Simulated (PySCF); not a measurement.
# Gas-phase XPS of `OCC1CC1`, computed

Compound: C₄H₈O.
SMILES with atom numbers: `[OH:1][CH2:2][CH:3]1[CH2:4][CH2:5]1`

Computed with PySCF, delta-SCF UKS SCAN, pcX-2 on the ionised atom, pcseg-1 elsewhere, spin-free X2C. Each binding energy is the total energy of the core-ionised species, with the hole localised on one atom, minus that of the ground state; both are solved self-consistently, so orbital relaxation is included.

Question: List the computed XPS lines with their assignment.

Answer: 
| atom(s) | bonded to | level | binding energy (eV) | above the level's lowest (eV) | count |
| --- | --- | --- | --- | --- | --- |
| C3 | 3 C and H | C 1s | 290.75 | 0.00 | 1 |
| C4/C5 | 2 C and 2 H | C 1s | 290.79 | +0.04 | 2 |
| C2 | O, C and 2 H | C 1s | 292.15 | +1.40 | 1 |
| O1 | C and H | O 1s | 538.60 | 0.00 | 1 |

The listed C 1s values span 1.40 eV, from C3 (bonded to 3 C and H) to C2 (bonded to O, C and 2 H). The widest gap between neighbouring values is 1.36 eV, between 290.79 and 292.15 eV. Summing the Pauling electronegativity differences to the bonded atoms, each weighted by its formal bond order, gives -0.35 for the lowest site and +0.19 for the highest; no listed site has a larger sum than the highest. The smallest sum, -0.70, belongs to C4/C5, 0.04 eV above the lowest. The values 290.75 and 290.79 eV lie too close for their order to be trusted.

Question: Give the binding energy of C 1s of C3 in hartree and in kJ/mol.

Answer: 290.75 eV = 10.6849 Eh = 28053 kJ/mol.

Topologically equivalent atoms share the value of their first member; where this conformer doesn't relate them by symmetry, their own values could differ. Isolated species at its PBE0-D3(BJ)/def2-SVP geometry (one conformer only).

Conformer computed: `[OH:1][CH2:2][CH:3]1[CH2:4][CH2:5]1`: O1–C2–C3–C4 83°, H–O1–C2–C3 -52°.
